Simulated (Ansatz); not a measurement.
This geometry of C2H5O (8 atoms, charge 0, multiplicity 2) is a first-order saddle point.

Computed with Ansatz, UKS B3LYP-D4/def2-SVP.

```xyz
8
Properties=species:S:1:pos:R:3
C -0.498 0.476 -0.396
C 0.268 -0.676 0.195
O 1.098 0.238 0.929
H -1.497 0.695 -0.003
H -0.299 0.757 -1.436
H 0.401 1.135 0.386
H 0.842 -1.281 -0.529
H -0.314 -1.343 0.854
```

Q: Which two structures does it join? (They come from a converged band through this point; their orientation in space is the band's.)

A: Bonds broken: C1–H6. Bonds formed: O3–H6.

Initial state:

```xyz
8
Properties=species:S:1:pos:R:3
C -0.452 0.597 -0.266
C 0.402 -0.562 0.243
O 1.687 -0.265 0.563
H -1.476 0.264 -0.499
H -0.010 1.028 -1.178
H -0.509 1.393 0.492
H 0.422 -1.406 -0.491
H -0.063 -1.049 1.137
```

Final state:

```xyz
8
Properties=species:S:1:pos:R:3
C -0.711 0.310 -0.650
C 0.211 -0.472 0.215
O 1.304 0.285 0.698
H -1.753 0.008 -0.785
H -0.296 1.076 -1.313
H 0.940 1.057 1.153
H 0.664 -1.310 -0.357
H -0.359 -0.955 1.038
```

Q: How far does it lie above each of them?

A: 138.4 kJ/mol above the first and 132.4 kJ/mol above the second. This is the barrier of this one path; another mechanism may lie lower.

Run time: 110 s on 2 threads of Intel(R) Xeon(R) Platinum 8488C (Sapphire Rapids), with other jobs on the host, peak memory 0.18 GiB.
